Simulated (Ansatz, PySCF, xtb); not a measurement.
Homolysis of single bonds, series B Cl-I. Isolated molecules, 0 K electronic values unless said otherwise. Strings in code marks are SMILES.

Quantity: homolytic bond dissociation enthalpy at 298 K (no spin–orbit term), in kcal/mol. Thermal and zero-point terms are GFN2-xTB rigid-rotor harmonic values (xtb).

Level 1: frozen-core CCSD(T)/def2-TZVPP // PBE0-D3(BJ)/def2-TZVP (Ansatz, an electronic-structure program)
Level 2: PBE0-D3(BJ)/def2-TZVP (PySCF)
Level 3: B3LYP/6-311+G** (LANL2DZ on I) // PBE0-D3(BJ)/def2-TZVP (PySCF)
Level 4: M06-2X/6-31G* (LANL2DZ on I) // PBE0-D3(BJ)/def2-TZVP (PySCF)

```tsv
species	level 1	level 2	level 3	level 4
I–B bond of `IB(I)I`, giving `I[B]I` and `[I]`	82.4	83.4	74.0	83.1
Cl–B bond of `ClB(I)I`, giving `I[B]I` and `[Cl]`	112.2	115.0	108.4	116.3
B–I bond of `ClB(Cl)I`, giving `Cl[B]Cl` and `[I]`	85.1	85.7	77.7	83.7
Cl–B bond of `ClB(Cl)I`, giving `Cl[B]I` and `[Cl]`	114.2	116.5	110.0	116.9
B–I bond of `ClB(I)I`, giving `Cl[B]I` and `[I]`	83.6	84.4	75.7	83.1
```
